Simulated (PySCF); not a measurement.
## Exact simulation of a proton spin system

Molecule: SMILES O=C(O)C(F)F, C2H2F2O2.

Molfile (atoms numbered from 1):
```
C2H2F2O2
     RDKit          3D

  8  7  0  0  0  0  0  0  0  0999 V2000
    0.9574   -1.3411   -0.5758 O   0  0  0  0  0  0  0  0  0  0  0  0
    0.5519   -0.3310   -0.0912 C   0  0  0  0  0  0  0  0  0  0  0  0
    1.2977    0.6018    0.4853 O   0  0  0  0  0  0  0  0  0  0  0  0
   -0.9358    0.0821   -0.0179 C   0  0  0  0  0  0  0  0  0  0  0  0
   -1.7214   -0.8703   -0.5466 F   0  0  0  0  0  0  0  0  0  0  0  0
   -1.1347    1.2138   -0.7294 F   0  0  0  0  0  0  0  0  0  0  0  0
    2.2439    0.3848    0.4293 H   0  0  0  0  0  0  0  0  0  0  0  0
   -1.2499    0.2693    1.0217 H   0  0  0  0  0  0  0  0  0  0  0  0
  1  2  2  0
  2  3  1  0
  2  4  1  0
  4  5  1  0
  4  6  1  0
  3  7  1  0
  4  8  1  0
M  END
```

One conformer, one averaged value for each set of equivalent atoms, no solvent model, non-relativistic Hamiltonian. Geometry from GFN2-xTB; J couplings at B3LYP/pcJ-1; NMR shieldings at PBE0/pcSseg-1/GIAO; PySCF 2.14.0 with density-fitted response routines.

Shifts are taken against calculated references (same method and geometry level): TMS for ¹H.

Shifts (ppm): F5/F6 -147.2, H8 6.24.
Couplings (Hz): F5–F6: 285.1; F5–H8, F6–H8: 58.6.

The 3-spin Hamiltonian (Zeeman plus full scalar coupling among like nuclei) was diagonalised exactly; lines are Lorentzian, 0.5 Hz wide, and the maxima above 3 % are listed with the tallest set to 100.

Task: Give the ¹H peak list of this spin system at 100 MHz.

Result: 
δ in ppm (height): 6.826 (50), 6.240 (100), 5.654 (50)

Task: And at 400 MHz?

Result: 
```json
{"Hz": "2554.6", "ppm": "6.387", "height": "50"}
{"Hz": "2496.0", "ppm": "6.240", "height": "100"}
{"Hz": "2437.4", "ppm": "6.094", "height": "50"}
```

The OH or NH signal is concentration- and solvent-dependent in practice; the value given is the gas-phase one.
